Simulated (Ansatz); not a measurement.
in.yaml

```yaml
crystal:
  periodic: [false, false, false]
  atoms:
    - {symbol: Al, position_ang: [-0.001609, -0.081988, 0.002257]}
    - {symbol: H, position_ang: [-0.002442, 1.067710, -1.241777]}
    - {symbol: H, position_ang: [0.045522, 1.127021, 1.181370]}
basis:
  gaussian: {orbitals: def2-TZVP}
total_charge: -1
magnetization: {spin_polarized: true, initial_magnetization: 0}
correlation: {method: ccsd_t, electrons: valence}
scf: {omitted_lower_state_checks: [cluster_reference]}
```

```sh
$ ansatz run in.yaml --threads 1 --pin off --events-out ev --progress --plain --max-ram 2393MiB
```

Log:

```
these checks for a lower state are left out or cut short: cluster_reference
326 factors; integrals over basis functions are off by at most 1.1e-3 eV
mean field evaluation 1: about -6612.6603 eV, gradient 5.8e0 eV
mean field evaluation 2: about -6612.6635 eV, gradient 5.8e0 eV
mean field evaluation 4: about -6613.1132 eV, gradient 6.0e-1 eV
mean field evaluation 8: about -6613.1175 eV, gradient 2.2e-3 eV
mean field evaluation 16: about -6613.2621 eV, gradient 2.9e-1 eV
mean field evaluation 32: about -6613.1175 eV, gradient 1.2e-6 eV
mean field -6613.27118450 eV, -243.0332333943 hartree, gradient 2.6e-6 eV, S^2 0.517250; 2 other end points of the search recorded, 0 dependent functions left out
5 core orbitals not correlated: weight in the atoms' cores, before any rotation towards them, 1.000 or more for the frozen orbitals, at most 0.000 for the correlated occupied ones
reference -6613.27118450 eV, -243.0332333943 hartree; 3, 3 occupied and 41, 41 virtual orbitals, 326 factors
second order -2.11617041 eV of doubles, -0.00000000 eV of singles
cycle   1  -2.56650951 eV  change   -4.5e-1 eV  update   7.1e-2
cycle   2  -2.79357443 eV  change   -2.3e-1 eV  update   4.2e-2
cycle   3  -2.84245276 eV  change   -4.9e-2 eV  update   3.0e-2
cycle   4  -2.88614386 eV  change   -4.4e-2 eV  update   2.4e-2
cycle   5  -2.96398792 eV  change   -7.8e-2 eV  update   1.8e-2
cycle   6  -2.97580058 eV  change   -1.2e-2 eV  update   7.7e-3
cycle   7  -2.98091205 eV  change   -5.1e-3 eV  update   3.0e-3
cycle   8  -2.98244387 eV  change   -1.5e-3 eV  update   1.2e-3
cycle   9  -2.98131488 eV  change    1.1e-3 eV  update   5.5e-4
cycle  10  -2.98105202 eV  change    2.6e-4 eV  update   1.6e-4
cycle  11  -2.98110194 eV  change   -5.0e-5 eV  update   5.7e-5
cycle  12  -2.98106022 eV  change    4.2e-5 eV  update   1.7e-5
cycle  13  -2.98106632 eV  change   -6.1e-6 eV  update   5.4e-6
perturbative correction -0.08206391 eV, -0.0030157931 hartree
Total energy: -6616.33431473 eV, -243.1458013539 hartree
Checks for a lower state left out: cluster_reference
```

Ran on 1 thread of Intel Xeon, shared host: 6.5 s wall, 0.12 GiB peak host memory.
